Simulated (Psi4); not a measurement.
# SiH2O2 (SMILES O[Si]O) at B3LYP/6-31G(d) (Cartesian functions)

What is the energy change on altering one bond length of SiH2O2 at B3LYP/6-31G* (Cartesian functions)? 

The calculation is run with Psi4 1.11.

2 further runs of the same task are left out: 2 set aside as unsound or not needed.

## 1. The molecule

SiH2O2 has 5 atoms, charge 0, and is taken as a singlet. SMILES: `O[Si]O`. The coordinates come from a PBE0-D4/def2-TZVP relaxation. This is one conformer, not always the lowest.

Bond lengths: O1–Si2 1.642 Å, Si2–O3 1.663 Å, O1–H4 0.964 Å, O3–H5 0.960 Å. Angles: O1–Si2–O3 99.4°, Si2–O1–H4 117.5°, Si2–O3–H5 116.1°.

## 2. A single-point energy at B3LYP/6-31G(d) (Cartesian functions)

Input file run.py:

```python
import psi4

psi4.set_memory('2200 MB')
psi4.set_num_threads(1)
psi4.core.set_output_file('run.log', False)

m = psi4.geometry("""
0 1
O
Si 1 1.642005
O 2 1.662725 1 99.37596
H 1 0.963717 2 117.47399 3 0.02945
H 3 0.960061 2 116.05777 1 179.99842
units angstrom
symmetry c1
""")

options = {'basis': '6-31G*', 'puream': False, 'e_convergence': 1e-09, 'd_convergence': 1e-08, 'scf_type': 'pk', 'dft_radial_points': 99, 'dft_spherical_points': 590}
psi4.set_options(options)

E = psi4.energy('b3lyp', molecule=m)
print('E =', round(E, 9))
```

Started as:

```sh
$ python run.py
```

run.log:

```text
[...]
  Running in c1 symmetry.
[...]
  Nuclear repulsion =  103.646262034602145
[...]
  Multiplicity = 1
[...]
  Nalpha       = 16
  Nbeta        = 16
[...]
    Number of basis functions: 53
[...]
   @RKS iter   1:  -440.88285225791054   -2.56146e-01   1.70768e-02 DIIS/ADIIS
[...]
   @RKS iter  11:  -441.18949110064000   -4.54747e-13   3.26348e-09 DIIS
[...]
    Orbital Energies [Eh]
    ---------------------
    Doubly Occupied:
       1A    -66.158120     2A    -19.160403     3A    -19.155463
       4A     -5.301153     5A     -3.661841     6A     -3.659736
       7A     -3.655861     8A     -1.021097     9A     -0.994468
      10A     -0.564997    11A     -0.522358    12A     -0.398354
      13A     -0.368141    14A     -0.360685    15A     -0.325072
      16A     -0.246858
[...]
  @RKS Final Energy:  -441.18949110064000
   => Energetics <=
    Nuclear Repulsion Energy =            103.6462620346021453
    One-Electron Energy =                -816.1145999808218221
    Two-Electron Energy =                 302.6754054047011664
    DFT Exchange-Correlation Energy =     -31.3965585591215230
    Empirical Dispersion Energy =           0.0000000000000000
    VV10 Nonlocal Energy =                  0.0000000000000000
    Total Energy =                       -441.1894911006399980
[...]
 Multipole Moments:
 ------------------------------------------------------------------------------------
     Multipole            Electronic (a.u.)      Nuclear  (a.u.)        Total (a.u.)
 ------------------------------------------------------------------------------------
 L = 1.  Multiply by 2.5417464519 to convert [e a0] to [Debye]
 Dipole X            :          0.0000501           -0.0003768           -0.0003268
 Dipole Y            :          1.0088500           -1.7127974           -0.7039474
 Dipole Z            :          0.5029677           -0.1443402            0.3586275
 Magnitude           :                                                    0.7900353
[...]
```

On the terminal:

```text
E = -441.189491101
```

Wall time 10 s (1 thread of Intel Xeon Platinum 8259CL at 2.50GHz (Skylake/Cascade Lake), shared host); peak memory 0.62 GiB.

## 3. The distorted shape at the same level

Input file job.dat:

```
memory 2200 MB

molecule geom {
  0 1
  O     -1.875757    -0.005298    -0.457403
  Si    -0.644557    -0.690998     0.385297
  O      0.603443     0.287802    -0.113803
  H     -1.664457     0.749202    -1.018503
  H      1.901100    -0.013100     0.433400
  symmetry c1
}

set puream false
set e_convergence 1e-09
set d_convergence 1e-08
set scf_type pk
set dft_radial_points 99
set dft_spherical_points 590

result, w = energy('b3lyp/6-31G*', return_wfn=True)
oeprop(w, 'DIPOLE', 'MULLIKEN_CHARGES', 'WIBERG_LOWDIN_INDICES')
```

Started as:

```sh
$ psi4 job.dat job.out -n 1
```

job.out:

```text
[...]
  Running in c1 symmetry.
[...]
  Nuclear repulsion =  101.538264293180021
[...]
  Multiplicity = 1
[...]
  Nalpha       = 16
  Nbeta        = 16
[...]
    Number of basis functions: 53
[...]
   @RKS iter   1:  -440.73118572337194   -3.09980e-01   1.77997e-02 ADIIS/DIIS
[...]
   @RKS iter  12:  -441.10832249742310   -7.38964e-13   3.01467e-09 DIIS
[...]
    Orbital Energies [Eh]
    ---------------------
    Doubly Occupied:
       1A    -66.154077     2A    -19.182941     3A    -19.157338
       4A     -5.297285     5A     -3.657830     6A     -3.655799
       7A     -3.652143     8A     -1.011349     9A     -0.949341
      10A     -0.548570    11A     -0.466870    12A     -0.385862
      13A     -0.363518    14A     -0.356879    15A     -0.318970
      16A     -0.241693
[...]
  @RKS Final Energy:  -441.10832249742310
   => Energetics <=
    Nuclear Repulsion Energy =            101.5382642931800206
    One-Electron Energy =                -812.1248273573530696
    Two-Electron Energy =                 300.7570334107124950
    DFT Exchange-Correlation Energy =     -31.2787928439624991
    Empirical Dispersion Energy =           0.0000000000000000
    VV10 Nonlocal Energy =                  0.0000000000000000
    Total Energy =                       -441.1083224974231030
[...]
 Multipole Moments:
 ------------------------------------------------------------------------------------
     Multipole            Electronic (a.u.)      Nuclear  (a.u.)        Total (a.u.)
 ------------------------------------------------------------------------------------
 L = 1.  Multiply by 2.5417464519 to convert [e a0] to [Debye]
 Dipole X            :         -0.5480454            1.3748728            0.8268274
 Dipole Y            :         -0.8002754            1.1091537            0.3088784
 Dipole Z            :          0.5187340           -0.5752581           -0.0565242
 Magnitude           :                                                    0.8844458
[...]
  Mulliken Charges: (a.u.)
   Center  Symbol    Alpha    Beta     Spin     Total
       1     O     4.33090  4.33090  0.00000 -0.66179
       2    SI     6.73113  6.73113  0.00000  0.53773
       3     O     4.29726  4.29726  0.00000 -0.59451
       4     H     0.29582  0.29582  0.00000  0.40835
       5     H     0.34489  0.34489  0.00000  0.31022
   Total alpha = 16.00000, Total beta = 16.00000, Total charge =  0.00000
  Wiberg Bond Indices using Orthogonal Lowdin Orbitals:
[...]
```

Wall time 11 s (1 thread of Intel Xeon Platinum 8259CL at 2.50GHz (Skylake/Cascade Lake), shared host); peak memory 0.61 GiB.

## 4. Results

At B3LYP/6-31G* (Cartesian functions):

```
                                                         quantity          value
                                        first shape: total energy  -441.18949 Eh
                                       first shape: dipole moment         2.01 D
                                         first shape: HOMO energy       -6.72 eV
                                         first shape: LUMO energy       -1.00 eV
                                       first shape: HOMO–LUMO gap        5.72 eV
                                    distorted shape: total energy  -441.10832 Eh
                                   distorted shape: dipole moment         2.25 D
                                     distorted shape: HOMO energy       -6.58 eV
                                     distorted shape: LUMO energy       -2.39 eV
                                   distorted shape: HOMO–LUMO gap        4.19 eV
energy change with the O3–H5 bond stretched from 0.960 to 1.440 Å       2.209 eV
```

**Reading.** With the O3–H5 bond stretched from 0.960 to 1.440 Å the energy rises by 2.21 eV (213 kJ/mol). The first shape isn't relaxed at this level, so the change isn't measured from a minimum. Mulliken charges (distorted shape) run from -0.66 on O1 to +0.54 on Si2; they depend strongly on the basis.
